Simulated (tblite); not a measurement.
Compound: C5H7 (doublet state).
Cartesian coordinates in Å at the GFN2-xTB level; atoms count from 1:
```xyz
12
C5H7 angstrom
C      1.477   -0.909    1.492
C      0.685   -0.310    0.672
C     -0.156    0.305   -0.186
C     -0.137    1.668   -0.387
C     -1.136   -0.551   -0.953
H      1.226   -1.067    2.534
H      2.447   -1.288    1.194
H      0.556    2.299    0.138
H     -0.819    2.131   -1.076
H     -1.135   -1.572   -0.582
H     -0.868   -0.565   -2.009
H     -2.140   -0.141   -0.862
```

Computed geometry: GFN2-xTB, gas phase. This method treats the open shell by occupation alone, without spin polarisation.

Take the most abundant isotopes and a rigid rotor. 

Q: Give the principal moments of inertia and the rotational constants in MHz.

A: Ia = 55.06, Ib = 133.72, Ic = 182.28 u·Å²; 505379 MHz·u·Å²/I gives A = 9179, B = 3779, C = 2773 MHz.

Q: What kind of rotor is it?

A: An asymmetric top. Ray's parameter κ = (2B − A − C)/(A − C) = -0.686; −1 is the prolate and +1 the oblate limit.

Q: What does the inertial defect say?

A: Not planar: Δ = Ic − Ia − Ib = -6.50 u·Å². For a rigid frame Δ = −2 Σ m c², so Σ m c² = 3.25 u·Å² lies off the ab plane, practically all of it from hydrogen. The atom farthest from that plane is 0.96 Å away.

Q: Give the other two planar moments, Paa and Pbb, and the rms extents of the mass along the axes.

A: Paa = Σ m a² = (Ib + Ic − Ia)/2 = 130.47 and Pbb = Σ m b² = (Ia + Ic − Ib)/2 = 51.81 u·Å². With the mass M = 67.05 u, the rms extents √(P/M) along a, b and c are 1.39, 0.88, 0.22 Å.

Q: List the rotational levels J(Ka,Kc) to J = 3 (cm⁻¹).

A: Above 0(0,0):
J = 1: 1(0,1) 0.2185, 1(1,1) 0.3986, 1(1,0) 0.4322
J = 2: 2(0,2) 0.6514, 2(1,2) 0.8022, 2(1,1) 0.9029, 2(2,1) 1.4432, 2(2,0) 1.4475
J = 3: 3(0,3) 1.2904, 3(1,3) 1.4049, 3(1,2) 1.6061, 3(2,2) 2.0989, 3(2,1) 2.1198, 3(3,1) 3.0859, 3(3,0) 3.0862
The levels of one J sum to (2J + 1)J(J + 1)(A + B + C)/3.

For this open shell read J as N, the rotation without spin; fine and hyperfine splittings come on top. Its GFN2-xTB frequencies are all real (lowest 39 cm⁻¹). Zero-point vibration and centrifugal distortion are left out.

Hardware: AMD EPYC 9R45, one thread, no GPU, shared host with 96 logical CPUs at a one-minute load of 55. Cost: 0.21 s. That covers the optimisation of the geometry.
